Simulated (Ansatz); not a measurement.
`FCC1(F)C=N1` and `CC1(F)C=N1` differ in one atom or group.

Ansatz, PBE0-D4/def2-TZVP geometries, multiplicity 1. Each molecule was computed in one conformer, which needn't be the lowest.

```json
{"property": "HOMO energy (B3LYP/def2-TZVPP) / eV", "`FCC1(F)C=N1`": "-8.19"}
{"property": "HOMO–LUMO gap (ωB97M-V/def2-TZVPP) / eV", "`FCC1(F)C=N1`": "11.69"}
{"property": "HOMO–LUMO gap (B3LYP/def2-TZVPP) / eV", "`FCC1(F)C=N1`": "6.54"}
{"property": "HOMO energy (ωB97M-V/def2-TZVPP) / eV", "`FCC1(F)C=N1`": "-10.72"}
{"property": "HOMO energy (PBE/def2-TZVPP) / eV", "`FCC1(F)C=N1`": "-6.93"}
{"property": "size of the dipole moment (PBE/def2-TZVPP) / D", "`FCC1(F)C=N1`": "1.88"}
```

Question: Give the same properties after the change, and the shifts. (An estimate is asked.)

Answer: The calculation gave: 
| property | `CC1(F)C=N1` | shift |
| --- | --- | --- |
| HOMO energy (B3LYP/def2-TZVPP) / eV | -7.68 | 0.51 |
| HOMO–LUMO gap (ωB97M-V/def2-TZVPP) / eV | 11.57 | -0.12 |
| HOMO–LUMO gap (B3LYP/def2-TZVPP) / eV | 6.43 | -0.11 |
| HOMO energy (ωB97M-V/def2-TZVPP) / eV | -10.20 | 0.52 |
| HOMO energy (PBE/def2-TZVPP) / eV | -6.44 | 0.49 |
| size of the dipole moment (PBE/def2-TZVPP) / D | 2.53 | 0.65 |

With PBE0 the HOMO rises by 0.52 eV and the LUMO rises by 0.40 eV, so the gap narrows by about 0.12 eV. PBE moves the HOMO by 0.49 eV and ωB97M-V by 0.52 eV. Dipoles are sizes alone; their direction can turn.

B3LYP here is the variant with VWN-RPA as its local correlation; programs differ in this.
